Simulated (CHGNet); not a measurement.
**fcc Rh**

Level of theory: the machine-learned potential CHGNet 0.3.0 (trained on PBE and PBE+U data).

Cell (relaxed at this level):

Space group Fm-3m (No. 225); a = b = c = 3.847 Å, α = β = γ = 90.00°

| atom | site | symmetry | x | y | z |
|---|---|---|---|---|---|
| Rh | 4a | m-3m | 0.0000 | 0.0000 | 0.0000 |
(The calculation used a cell of 1 atom; values per cell refer to that cell.)

| Quantity | Result |
|---|---|
| lattice constant a | 3.847 Å |
| volume per atom | 14.23 Å³/atom |

Measured, for comparison: lattice constant a 3.794 Å, equilibrium volume per atom 13.65 Å³/atom (static lattice: zero-point anharmonic expansion removed; as tabulated in Mejia-Rodriguez and Trickey (2018), arXiv:1807.09216). Computed (rounded) less measured: lattice constant a +1.4 %, equilibrium volume per atom +4.2 %.

A machine-learned potential is trained on density-functional data: it inherits that level's misses and adds fitting errors of its own.

Note: the model gives imaginary modes for this phase (in the spectrum interpolated from a supercell).
